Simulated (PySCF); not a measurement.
Cyanoacetic acid, C3H3NO2.
Cartesian coordinates in Å at the GFN2-xTB level; atoms count from 1:
```xyz
9
C3H3NO2 angstrom
N     -1.752    1.884   -0.526
C     -1.299    0.861   -0.300
C     -0.717   -0.428   -0.015
C      0.730   -0.224    0.413
O      1.113   -0.213    1.547
O      1.521   -0.050   -0.644
H     -0.748   -1.037   -0.921
H     -1.274   -0.904    0.795
H      2.438    0.117   -0.374
```

The calculation used TDDFT PBE0/def2-SVPD, vertical, gas phase, core orbitals frozen in the response (PySCF).

Ground-to-excited transition dipoles (e·a0, same axes as the geometry; the sign carries no meaning), for the states with f of 0.002 or more among the lowest 6:

```tsv
state	E (hartree)	μx	μy	μz
S1	0.2123	-0.095	0.126	-0.024
S3	0.2811	0.406	0.043	-0.011
S4	0.2876	0.281	-0.176	0.118
S5	0.2930	0.091	-0.105	0.013
S6	0.3050	-0.267	0.067	-0.276
```

Question: Work out the oscillator strengths.

Answer: f = (2/3) ΔE |μ|² with ΔE in hartree (27.2114 eV).

```json
{"state": "S1", "|μ|² (au)": "0.026", "|μ| (D)": "0.41", "f": "0.004"}
{"state": "S3", "|μ|² (au)": "0.167", "|μ| (D)": "1.04", "f": "0.031"}
{"state": "S4", "|μ|² (au)": "0.124", "|μ| (D)": "0.90", "f": "0.024"}
{"state": "S5", "|μ|² (au)": "0.019", "|μ| (D)": "0.35", "f": "0.004"}
{"state": "S6", "|μ|² (au)": "0.152", "|μ| (D)": "0.99", "f": "0.031"}
```

Question: Which bond between heavy atoms lies closest to the direction of the S3 transition dipole?

Answer: C3–C4, at 18° from it; next C4–O6 at 51°.

Question: What angle do the transition dipoles of S3 and S4 make?

Answer: |cos θ| = |μa·μb| / (|μa| |μb|) = 0.73, so θ ≈ 43° (taken between 0 and 90°, since the signs are arbitrary).

Question: How is the summed strength of these states shared among x, y and z?

Answer: (2/3) Σ ΔE μα² gives 0.063 for x, 0.012 for y and 0.018 for z, 0.093 in all.

One conformer stands for the species.
